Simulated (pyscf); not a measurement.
silanol (HO–SiH₃) + H₂B–F → H₂B–O–SiH₃ + hydrogen fluoride (HF) (four-centre exchange; singlet surface; H–O, B–F broken, B–O, F–H formed). Structures and frequencies: ωB97X-D3(BJ)/def2-SVP in PySCF. Correlated levels are frozen-core, on RHF or UHF. ΔMP2 is the change of the MP2 total energy from the triple- to the quadruple-zeta basis. Energies in kcal/mol from the separated reactants.

```json
[
 {"level": "ωB97X-D3(BJ)/def2-TZVP", "barrier": "11.7", "reaction energy": "+1.3"},
 {"level": "r²SCAN/def2-TZVP", "barrier": "9.5", "reaction energy": "+2.4"},
 {"level": "M06-2X/def2-TZVP", "barrier": "10.6", "reaction energy": "+1.2"},
 {"level": "HF/def2-TZVP", "barrier": "29.3", "reaction energy": "+3.5"},
 {"level": "CCSD/def2-TZVPP", "barrier": "15.0", "reaction energy": "+1.2"},
 {"level": "CCSD(T)/def2-TZVPP", "barrier": "[?]", "reaction energy": "+0.9"},
 {"level": "CCSD(T)/def2-TZVPP + ΔMP2(QZVPP)", "barrier": "[?]", "reaction energy": "[?]"}
]
```

Q: Fill in the missing entries.

A: 
- CCSD(T)/def2-TZVPP, barrier: 12.4
- CCSD(T)/def2-TZVPP + ΔMP2(QZVPP), barrier: 13.0
- CCSD(T)/def2-TZVPP + ΔMP2(QZVPP), reaction energy: +0.5

Of the functionals in the table, ωB97X-D3(BJ) is closest to CCSD(T)/def2-TZVPP + ΔMP2(QZVPP) in the barrier (1.3 kcal/mol apart) and r²SCAN least close (3.5 kcal/mol); that level has limits of its own. On the reactant side the descent ends in an adduct with a B–O contact, 9.5 kcal/mol under the separated species and 21.2 kcal/mol under the saddle at ωB97X-D3(BJ)/def2-TZVP. On the product side the descent ends in a complex (not fully relaxed), 6.4 kcal/mol under the separated species and 16.8 kcal/mol under the saddle at ωB97X-D3(BJ)/def2-TZVP. What is counted as formed (B–O) is already present as a longer contact in the reactant adduct; forming that adduct is a step of its own. One saddle was located; it need not be the lowest between these sides. The CCSD(T) − MP2 part came from Ansatz, without density fitting, on the same reference.
